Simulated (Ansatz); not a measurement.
**Worked example: correlation energy of NH⁻, doublet**

Geometry: a PBE0/def2-TZVPD stationary point for this spin.

```yaml
atoms:
  - { symbol: N, position_ang: [0.0000, 0.0000, 0.0000] }
  - { symbol: H, position_ang: [0.0000, 0.0000, 1.0366] }
```

Basis 6-31++G** (Cartesian d functions); Ansatz 0.2.0. Only valence electrons are correlated (noble-gas cores frozen), which leaves 7 electrons in 24 orbitals. R marks a restricted (for open shells ROHF) determinant, U an unrestricted one. This anion state lies near or above the neutral species, so the extra electron is weakly bound or unbound and the energies hang on the diffuse functions.

Full CI is exact within this basis and frozen core; it isn't the basis-set limit. The frozen core follows each run's orbitals, which can shift R against U totals by a few meV.

UCCSD has a T1 diagnostic of 0.024 and a largest doubles amplitude of 0.08.

The cluster runs stand on a determinant 0.27 eV above the lowest UHF solution, chosen by a search with trial CCSD; the correlation energy below is counted from it.

Runs differ by some tens of microhartree through their thresholds and, for an open shell, their frozen cores, so the step to full CI, which has another core, is uncertain by up to 0.1 kcal/mol.

```json
{"level": "UHF determinant under the cluster runs", "total energy (hartree)": "-54.909222"}
{"level": "UMP2", "total energy (hartree)": "-55.066212"}
{"level": "UCCSD", "total energy (hartree)": "-55.081063"}
{"level": "UCCSD(T)", "total energy (hartree)": "-55.085545"}
{"level": "UCCSDT", "total energy (hartree)": "-55.086169"}
{"level": "UCCSDT(Q)", "total energy (hartree)": "-55.086708"}
{"level": "full CI", "total energy (hartree)": "-55.086647"}
```

Task: What is the correlation energy at full CI, and what share of it do UMP2 and UCCSDT recover?

Result: E(corr) = -55.086647 − (-54.909222) = -0.177425 hartree = -4.828 eV. UMP2: -0.156990 / -0.177425 = 88.48 %. UCCSDT: -0.176947 / -0.177425 = 99.73 %.

Task: By how many kcal/mol does UCCSD(T) miss full CI (1 hartree = 627.509 kcal/mol), and which steps make up the rest?

Result: -55.085545 − (-55.086647) = 0.001102 hartree = 0.69 kcal/mol. Steps: UCCSDT − UCCSD(T) = -0.39, UCCSDT(Q) − UCCSDT = -0.34, full CI − UCCSDT(Q) = 0.04 kcal/mol. That is within 1 kcal/mol of the reference in this basis, which itself misses far more of the correlation at the basis-set limit.
